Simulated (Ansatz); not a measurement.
doublet HNO(+): levels of theory in one basis

| atom | x (Å) | y (Å) | z (Å) |
| --- | --- | --- | --- |
| H | 0.0000 | 0.1575 | -0.9715 |
| N | 0.0000 | -0.3379 | -0.0096 |
| O | 0.0000 | 0.1804 | 0.9811 |

Basis set: def2-SVP (spherical functions). Correlated methods keep 2 orbitals frozen. Correlation on ROHF uses semicanonical orbitals with singles. Charge 1, multiplicity 2.

Computed with Ansatz (development build ahead of 0.2.0); each method stands on the lowest determinant of its kind that the runs found.

| method | E − E(ROHF) (eV) | <S²> of the determinant |
| --- | --- | --- |
| ROHF | 0.00 | – |
| UHF | -0.23 | 0.82 |
| ROHF-MP2 | -9.48 | – |
| ROHF-CCSD(T) | -9.83 | – |
| UHF-CCSD(T) | -9.82 | 0.82 |

(1) What does UHF-MP2 give on the same scale?

(2) Is a single determinant a sound starting point here?

Results:

(1) -9.07 eV.

(2) By this sign, yes. Unrestricted orbitals gain 0.23 eV and <S²> is 0.82 against 0.75 for a pure state.
